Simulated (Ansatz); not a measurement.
System: rutile SnO2. Method: PBE+SOC in Ansatz (plane waves, PAW).

Run with plane-wave cutoff 520 eV, 8×8×10 k mesh (along the axes of the cell as run), Fermi–Dirac smearing 0.01 eV, PAW data made under PBE.

Properties against volume:

Shape and atoms are relaxed at each volume.

```json
[
 {"V (Å³/atom)": "12.072", "P (GPa)": "7.65", "direct gap at Γ (eV)": "1.095", "c (Å)": "3.215", "a (Å)": "4.746"},
 {"V (Å³/atom)": "12.324", "P (GPa)": "3.58", "direct gap at Γ (eV)": "0.885", "c (Å)": "3.227", "a (Å)": "4.787"},
 {"V (Å³/atom)": "12.575", "P (GPa)": "0.00", "direct gap at Γ (eV)": "0.691", "c (Å)": "3.238", "a (Å)": "4.827"},
 {"V (Å³/atom)": "12.827", "P (GPa)": "-3.12", "direct gap at Γ (eV)": "0.515", "c (Å)": "3.247", "a (Å)": "4.868"},
 {"V (Å³/atom)": "13.078", "P (GPa)": "-5.84", "direct gap at Γ (eV)": "0.357", "c (Å)": "3.255", "a (Å)": "4.910"}
]
```

A straight line through the gaps at Γ against ln V gives a volume deformation potential dE_g(Γ)/d ln V of -9.2 eV: the gap at Γ widens under compression.

Measured, for comparison: band gap 3.81 eV (zero-point renormalisation of 215 meV (computed, non-adiabatic AHC, without the lattice-expansion part) added back here to the 1.8 K gap of; inputs from Miglio et al. (2020), arXiv:2011.12765).

Note: the bulk modulus comes from volumes at which shape and atoms were relaxed.

Ansatz is a quantum-chemistry and plane-wave program.
